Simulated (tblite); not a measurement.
Isomers of C4H3FN (doublet state). Computed with GFN2-xTB (tblite): harmonic, unscaled wavenumbers at the GFN2-xTB geometry, gas phase. Against measured fundamentals such values can be off by several per cent, at times by over 20. One conformer each. Open shells enter through the occupations alone, without spin polarisation, and single modes of such species can be off by tens of per cent.

Electronic energies: GFN2-xTB at the same geometries; isomer energies are rough at this level and their order can be wrong.

| SMILES | electronic energy, lowest = 0 (kJ/mol) |
| --- | --- |
| [H]/[C]=C(/C#N)CF | 0.0 |
| F/[C]=C\[C@H]1C=N1 | 104.1 |
| F/C=[C]\[C@@H]1C=N1 | 84.9 |

Q: How do GFN2-xTB zero-point energies change the relative energies?

A: 
```
             SMILES  ZPE (kJ/mol)  of it from modes above 1550 cm⁻¹  electronic (kJ/mol)  with ZPE, lowest = 0 (kJ/mol)  lowest mode (cm⁻¹)  rings
  [H]/[C]=C(/C#N)CF         146.4                              78.7                  0.0                            0.0                  63      0
F/C=[C]\[C@@H]1C=N1         144.6                              77.0                 84.9                           83.1                  66      1
 F/[C]=C\[C@H]1C=N1         148.4                              77.1                104.1                          106.1                  63      1
```

The zero-point energies span 3.8 kJ/mol, from `F/C=[C]\[C@@H]1C=N1` to `F/[C]=C\[C@H]1C=N1`. The order is unchanged.

Q: What do entropy and thermal enthalpy add at 298.15 K and 1 bar (rigid rotor, harmonic oscillator, one conformer each)?

A: 
| SMILES | point group | symmetry number | S (J/(mol K)) | H − H(0) (kJ/mol) | ZPE + H − H(0) − TS (kJ/mol) |
| --- | --- | --- | --- | --- | --- |
| [H]/[C]=C(/C#N)CF | Cs | 1 | 339.1 | 19.36 | 64.7 |
| F/C=[C]\[C@@H]1C=N1 | C1 | 1 | 337.4 | 18.90 | 62.9 |
| F/[C]=C\[C@H]1C=N1 | C1 | 1 | 331.3 | 18.23 | 67.8 |

S holds R ln(2S + 1) for the spin.
